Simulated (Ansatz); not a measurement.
This Ansatz (a program for electronic structure) input (CCSD(T)/cc-pV(Q+d)Z) gives -534.94944 Eh with 119 basis functions. A basis named .json is the Basis Set Exchange file of that set (core-valence sets with the plain set on hydrogen).

Ansatz 0.2 input:
```yaml
crystal:
  periodic: [false, false, false]
  atoms:
    - {symbol: Cl, position_ang: [-0.00000000, -0.00000000, -0.50551697]}
    - {symbol: O, position_ang: [0.00000000, 0.00000000, 1.07422357]}
basis:
  gaussian:
    orbitals: cc-pV_Q+d_Z.json
magnetization: {spin_polarized: true, initial_magnetization: 1}
correlation: {method: ccsd_t, frozen_orbitals: {Cl: 1, O: 0}}
```

Change:
```diff
- orbitals: cc-pV_Q+d_Z.json
+ orbitals: cc-pCVDZ.json
```

### Question
What does the run give now?

### Answer
-534.82175 Eh (CCSD(T)/cc-pCVDZ, 45 functions), a change of +127.69 mEh.
